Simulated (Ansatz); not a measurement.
Total energies of AlH2(CCH) (C2H3Al) from Ansatz at CCSD(T)/def2-TZVPP, gas phase (1 Eh = 27.2114 eV = 2625.5 kJ/mol). The reference geometry is relaxed at PBE-D4/def2-TZVP.

```
atom   x (Å)   y (Å)   z (Å)
 Al1   0.363   0.677   1.033
  H2  -0.658   1.725   1.655
  H3   1.813   0.435   1.638
  C4  -0.175  -0.330  -0.500
  C5  -0.519  -0.972  -1.482
  H6  -0.823  -1.535  -2.344
```

```json
{"state": "charge 0 singlet", "geometry": "reference", "energy (Eh)": "-319.79560"}
{"state": "charge 1 doublet", "geometry": "reference", "energy (Eh)": "-319.40494"}
{"state": "free Al atom (doublet)", "geometry": "–", "energy (Eh)": "-241.92630"}
{"state": "free H atom (doublet)", "geometry": "–", "energy (Eh)": "-0.49981"}
{"state": "free C atom (triplet)", "geometry": "–", "energy (Eh)": "-37.78103"}
```

Correlated methods freeze 7 core orbitals. In CCSD on the charge 1 doublet the largest single amplitude is 0.23, so its Hartree–Fock determinant may place the open shell otherwise than the density functionals do.

Task: Work out the vertical ionisation energy to the doublet.

Result: E(charge 1 doublet) − E(charge 0 singlet) = -319.40494 − (-319.79560) = 0.39066 Eh = 10.63 eV.

Task: What is the binding energy per atom against free atoms?

Result: Atoms: 1 × (-241.92630) + 3 × (-0.49981) + 2 × (-37.78103) = -318.98779 Eh. Binding: -318.98779 − (-319.79560) = 0.80781 Eh = 21.98 eV, or 3.66 eV for each of 6 atoms (no zero-point energy, no counterpoise term).

At CCSD(T)/def2-TZVPP T1 of the charge 1 doublet is large (up to 0.048), so the single-reference result is doubtful.
